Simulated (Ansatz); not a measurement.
# SiNHCl (doublet): from Hartree-Fock to the top rungs, cc-pVDZ

An exercise on one series of results from a longer session: the logs are not shown, and one member is left open.

Computed with Ansatz 0.2.0, Gaussian basis. Level: cc-pVDZ, core rule «outside noble gas», up to 11 orbitals frozen.

To be run: UHF; CCSD(T) on ROHF; CCSD(T) on UHF; BCCD(T) on ROHF; CISD; CCSDT(Q) on ROHF; CCSDT(Q) on UHF.

3 further runs of the same task are left out: 3 set aside as unsound or not needed.

## The geometry

The geometry is a PBE0/def2-TZVP stationary point (not a proven minimum) of the parent state, kept for this charge and spin.

4 atoms, charge 0, spin multiplicity 2.

Atoms are counted from 1 here; the program's logs count them from 0.

Bond lengths: Cl1–Si2 2.052 Å, Si2–N3 1.827 Å, Si2–H4 1.498 Å. Angles: Cl1–Si2–N3 104.9°, Cl1–Si2–H4 107.1°, N3–Si2–H4 106.6°.

The first run:

File in.yaml:

```yaml
crystal:
  periodic: [false, false, false]
  atoms:
    - {symbol: Cl, position_ang: [-0.035512, -0.177529, 1.240568]}
    - {symbol: Si, position_ang: [0.121303, 0.593199, -0.655087]}
    - {symbol: N, position_ang: [-0.076204, -0.845946, -1.763564]}
    - {symbol: H, position_ang: [-1.071984, 1.470895, -0.874762]}
basis:
  gaussian: {orbitals: cc-pVDZ}
magnetization: {spin_polarized: true, initial_magnetization: 1}
hamiltonian: {xc: hf}
output: {orbitals: {seedname: orbitals}}
```

Command:

```
$ ansatz run in.yaml --threads 1 --pin off --events-out ev --progress --plain --max-ram 4096MiB --backend cpu
```

Steps of the session up to this table: UHF; CCSD(T) on ROHF; CCSD(T) on UHF; BCCD(T) on ROHF; CISD; CCSDT(Q) on ROHF; CCSDT(Q) on UHF.

One table of the session follows, with a row left open; its other results are not shown here.

```
   method  from RCCSDT(Q) (meV)
     ROHF              +12004.9
      UHF              +10046.0
     RMP2               +1832.1
     UMP2               +1734.4
     CISD               +2232.8
    RCCSD                +608.7
    UCCSD                     ?
 RCCSD(T)                +124.8
 UCCSD(T)                +191.6
  BCCD(T)                +169.4
   RCCSDT                 +69.1
   UCCSDT                 +55.7
RCCSDT(Q)                     0
UCCSDT(Q)                  +1.2
```

Estimate the missing values for UCCSD.

**Answer.** from RCCSDT(Q) (meV): +472.0. In the column «from RCCSDT(Q) (meV)» it lies between UCCSD(T) (+191.6) and RCCSD (+608.7).

Caveats from the session: The determinant is far from a pure spin state, so its energy mixes those of several spin states (harmless only where they are near-degenerate, as at dissociation). Warnings: spin contamination; large T1 diagnostic. Restricted and unrestricted rows rest on different reference determinants; where their highest levels disagree by more than a few hundredths of an eV, they describe different states and don't form one ladder.
